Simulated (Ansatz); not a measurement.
`CNCC#CS` → 4 C• + 7 H• + N• + S•  (atomization)

Gas-phase electronic energies from Ansatz, PBE0-D4/def2-TZVP geometries. CBS: MP2 limit from def2 TZ/QZ plus the TZ coupled-cluster correction, frozen cores. This one scheme is used for every species, atoms too. DFT in def2-TZVPP. Open shells (•) are unrestricted, without spin–orbit coupling. Spin–orbit coupling would lower the free atoms: a little for C, S. One conformer a species, not always the lowest.

```
  level  ΔE (kJ/mol)
ωB97X-V       5096.7
  BHLYP       4891.7
```

**Question.** What does CCSD(T)/CBS give? (Best estimate.)

**Answer.** The calculation gave: +5076.0 kJ/mol. The listed levels differ from it by 20.7, -184.3 kJ/mol.

Largest T1 diagnostic among the species: 0.012.

At CCSD(T), def2-SVP lies −257.4 kJ/mol from the extrapolated value and def2-TZVPP −140.2 kJ/mol: correlation converges slowly with the basis, and small sets miss more of it in the bonded molecule than in its fragments. From r2SCAN to r2SCAN0 (25 % exact exchange), in def2-TZVPP and without D4, ΔE moves by −87.7 kJ/mol: exact exchange takes away binding that semilocal exchange gives to molecules.

For atomizations the MP2-based limit and the directly extrapolated one differ by several kJ/mol either way, and by 10 to 25 for some Ge, Se and Sn compounds, so smaller differences from it don't rank the levels.
